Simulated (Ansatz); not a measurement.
Mulliken charges of C2H3NS (`CSC#N`) from B3LYP/def2-TZVPP in Ansatz (PBE0-D4/def2-TZVP geometry).

```tsv
atom	x (Å)	y (Å)	z (Å)	charge (e)
C1	-0.605	0.702	-0.226	-0.277
S2	0.745	0.349	0.926	0.037
C3	1.123	-1.214	0.439	-0.151
N4	1.405	-2.290	0.126	-0.013
H5	-0.249	0.662	-1.253	0.139
H6	-0.929	1.715	0.013	0.125
H7	-1.428	0.008	-0.071	0.139
```

Question: By hand: the dipole of these point charges (1 e Å = 4.8032 D).

Answer: Σ q r = (-0.342, 0.339, -0.153) e Å, of length 0.505 e Å = 2.43 D.

Question: How does the dipole of the full density compare? (Estimate.)

Answer: Ansatz gave: (-0.466, 0.751, -0.050) e Å, 4.25 D; the point charges give 0.57 times that, at 20° from its direction.

Point charges leave out the atoms' own dipoles, such as those of lone pairs, and Mulliken's split depends on the basis, so the two needn't agree.

B3LYP here is the variant with VWN-RPA as its local correlation; programs differ in this.
